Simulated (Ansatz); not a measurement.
# AlH3Cl− (SMILES [H][Al-]([H])([H])[Cl]) at 6 levels

Wanted: a comparison of 6 runs (CAM-B3LYP/STO-3G, UB3LYP/STO-3G, UPBE0/STO-3G, r2SCAN/STO-3G, r2SCAN0/STO-3G, UCCSD(T)/STO-3G) of AlH3Cl−. 

The calculation is run with Ansatz 0.2.0.

1 further run of the same task is left out (it didn't finish).

**1. The molecule**

AlH3Cl− has 5 atoms, charge -1, and is taken as a singlet. SMILES: `[H][Al-]([H])([H])[Cl]`. The H4–Al1 distance was set to 2.412 Å, away from the relaxed value. At this shape a bond of the SMILES string is far longer than usual.

Bond lengths: Al1–Cl2 2.096 Å, Al1–H3 1.609 Å, Al1–H5 1.609 Å. Angles: Cl2–Al1–H3 107.0°, Cl2–Al1–H5 107.4°, H3–Al1–H5 111.7°.

**2. A single-point energy at CAM-B3LYP/STO-3G (run 1)**

File run.yaml:

```yaml
crystal:
  periodic: [false, false, false]
  atoms:
    - {symbol: Al, position_ang: [0.384012, -0.666551, 0.093900]}
    - {symbol: Cl, position_ang: [0.400312, -0.685331, 2.189920]}
    - {symbol: H, position_ang: [1.918562, -0.655291, -0.388880]}
    - {symbol: H, position_ang: [-0.775390, 1.334390, -0.590440]}
    - {symbol: H, position_ang: [-0.381648, -1.995101, -0.392050]}
basis:
  gaussian:
    orbitals: STO-3G
hamiltonian:
  xc: {name: CAM-B3LYP}
total_charge: -1
accuracy: high
```

On the command line:

```sh
$ ansatz run run.yaml --threads 1 --pin off --max-ram 2610MiB --events-out events.jsonl --progress --plain --runs-dir runs
```

What it wrote:

```text
Warning: RAYON_NUM_THREADS=1 ignored (pool sized by the plan → 1); use --threads N
Functional definition: CAM-B3LYP
  name "CAM-B3LYP"
  parameter alpha = 0.19
  parameter beta = 0.46
  parameter omega = 0.33/bohr
  parameter ac = 0.81
  exchange = (1 - alpha - beta)*b88_x + beta*b88_x_sr(omega) + alpha*exact_x + beta*exact_x_lr(omega)
  correlation = (1 - ac)*vwn5_c + ac*lyp_c
362 factors; integrals over basis functions are off by at most 1.3e-8 eV
158 factors; integrals over basis functions are off by at most 1.1e-9 eV
mean field evaluation 1: about -18944.7784 eV, gradient 2.4e1 eV
mean field evaluation 2: about -18945.1776 eV, gradient 2.4e1 eV
mean field evaluation 4: about -18948.1885 eV, gradient 2.9e-1 eV
mean field evaluation 8: about -18948.1396 eV, gradient 9.3e-4 eV
mean field -18948.13962670 eV, -696.3312877710 hartree, gradient 5.2e-8 eV, S^2 0.000000; 0 other end points of the search recorded, 0 dependent functions left out
reference -18948.13964091 eV, -696.3312882932 hartree; 17, 17 occupied and 4, 4 virtual orbitals, 362 factors
Total energy: -18948.13964091 eV, -696.3312882932 hartree
```

Run time: 0.83 s. Hardware: 1 thread of Intel Xeon 6975P-C (Granite Rapids), shared host; peak memory 0.11 GiB.

**3. The energy at UB3LYP/STO-3G (run 2)**

File run.yaml:

```yaml
crystal:
  periodic: [false, false, false]
  atoms:
    - symbol: Al
      position_ang: [0.384012, -0.666551, 0.093900]
    - symbol: Cl
      position_ang: [0.400312, -0.685331, 2.189920]
    - symbol: H
      position_ang: [1.918562, -0.655291, -0.388880]
    - symbol: H
      position_ang: [-0.775390, 1.334390, -0.590440]
    - symbol: H
      position_ang: [-0.381648, -1.995101, -0.392050]
basis:
  gaussian: {orbitals: STO-3G}
total_charge: -1
magnetization: {spin_polarized: true, initial_magnetization: 0}
hamiltonian: {xc: {name: B3LYP}}
accuracy: high
```

On the command line:

```sh
$ ansatz run run.yaml --threads 1 --pin off --max-ram 2610MiB --events-out events.jsonl --progress --plain --runs-dir runs
```

What it wrote:

```text
Warning: RAYON_NUM_THREADS=1 ignored (pool sized by the plan → 1); use --threads N
Functional definition: B3LYP
  name "B3LYP"
  parameter a0 = 0.2
  parameter ax = 0.72
[... 1 set-up line as earlier in the session ...]
  exchange = (1 - a0 - ax)*slater_x + ax*b88_x + a0*exact_x
  correlation = (1 - ac)*vwn_rpa_c + ac*lyp_c
362 factors; integrals over basis functions are off by at most 1.3e-8 eV
mean field evaluation 1: about -18945.5020 eV, gradient 1.9e1 eV
mean field evaluation 2: about -18939.0556 eV, gradient 2.8e1 eV
mean field evaluation 4: about -18949.5781 eV, gradient 5.6e-1 eV
mean field evaluation 8: about -18949.5345 eV, gradient 3.5e-3 eV
mean field evaluation 16: about -18949.5345 eV, gradient 3.1e-8 eV
mean field -18949.53447212 eV, -696.3825473948 hartree, gradient 3.1e-8 eV, S^2 0.000000; 1 other end points of the search recorded, 0 dependent functions left out
reference -18949.53450134 eV, -696.3825484686 hartree; 17, 17 occupied and 4, 4 virtual orbitals, 362 factors
Total energy: -18949.53450134 eV, -696.3825484686 hartree
```

Wall time 1.1 s (1 thread of Intel Xeon 6975P-C (Granite Rapids), shared host); peak memory 0.15 GiB.

Runs 3 to 5 aren't shown in full; the table further down has their settings and results.

**4. The energy at UCCSD(T)/STO-3G (run 6)**

File job.yaml:

```yaml
crystal:
  periodic: [false, false, false]
  atoms:
    - {symbol: Al, position_ang: [0.384012, -0.666551, 0.093900]}
    - {symbol: Cl, position_ang: [0.400312, -0.685331, 2.189920]}
    - {symbol: H, position_ang: [1.918562, -0.655291, -0.388880]}
    - {symbol: H, position_ang: [-0.775390, 1.334390, -0.590440]}
    - {symbol: H, position_ang: [-0.381648, -1.995101, -0.392050]}
basis:
  gaussian: {orbitals: STO-3G}
total_charge: -1
magnetization: {spin_polarized: true, initial_magnetization: 0}
correlation: {method: ccsd_t, frozen_orbitals: {Al: 5, Cl: 5, H: 0}}
accuracy: high
scf: {omitted_lower_state_checks: [cluster_reference, increment]}
```

On the command line:

```sh
$ ansatz run job.yaml --threads 1 --pin off --max-ram 2610MiB --events-out events.jsonl --progress --plain --runs-dir runs
```

What it wrote, cut to the lines that bear on the results:

```text
Warning: RAYON_NUM_THREADS=1 ignored (pool sized by the plan → 1); use --threads N
Functional definition: HF
  name "HF"
[...]
362 factors; integrals over basis functions are off by at most 1.3e-8 eV
[...]
mean field -18916.53687947 eV, -695.1699082313 hartree, gradient 2.8e-8 eV, S^2 0.260276; 1 other end points of the search recorded, 0 dependent functions left out
10 core orbitals not correlated: weight in the atoms' cores, before any rotation towards them, 0.999 or more for the frozen orbitals, at most 0.000 for the correlated occupied ones
reference -18916.53687947 eV, -695.1699082313 hartree; 7, 7 occupied and 4, 4 virtual orbitals, 362 factors
second order -1.03033942 eV of doubles, -0.00000000 eV of singles
cycle   1  -1.31423808 eV  change   -3.4e-1 eV  update   7.0e-2
[...]
cycle  21  -1.93196619 eV  change    1.3e-9 eV  update   1.3e-9
perturbative correction -0.02583484 eV, -0.0009494129 hartree
WARN: these amplitudes may be one of several solutions (largest doubles amplitude 0.24, level shift 1.30 eV)
Total energy: -18918.49468050 eV, -695.2418560920 hartree
Checks for a lower state left out: cluster_reference, increment
```

Wall time 0.24 s (1 thread of Intel Xeon 6975P-C (Granite Rapids), shared host).

**5. All runs side by side**

| run | level | frozen core orbitals | energy (Eh) | wall time |
| --- | --- | --- | --- | --- |
| 1 | CAM-B3LYP/STO-3G | – | -696.331288 | 0.83 s |
| 2 | UB3LYP/STO-3G | – | -696.382548 | 1.1 s |
| 3 | UPBE0/STO-3G | – | -696.116613 | 1.3 s |
| 4 | r2SCAN/STO-3G | – | -696.339106 | 1.4 s |
| 5 | r2SCAN0/STO-3G | – | -696.347871 | 1.4 s |
| 6 | UCCSD(T)/STO-3G | 10 | -695.241856 | 0.24 s |

**6. Results**

```
                                           quantity          value
                                run 6: total energy  -695.24186 Eh
run 6: correlation energy (10 core orbitals frozen)      -71.9 mEh
                              run 6: (T) correction      -0.95 mEh
           run 6: ⟨S²⟩ of the reference determinant          0.260
                               run 6: T1 diagnostic          0.056
```

In words: Totals of different functionals can't be ranked against each other. In runs 1, 2, 3, 4, 5, 6 the basis is minimal, so the values are rough. Spin contamination of the reference: run 6 ⟨S²⟩ = 0.26. All runs together took 6.2 s, the longest 1.4 s.
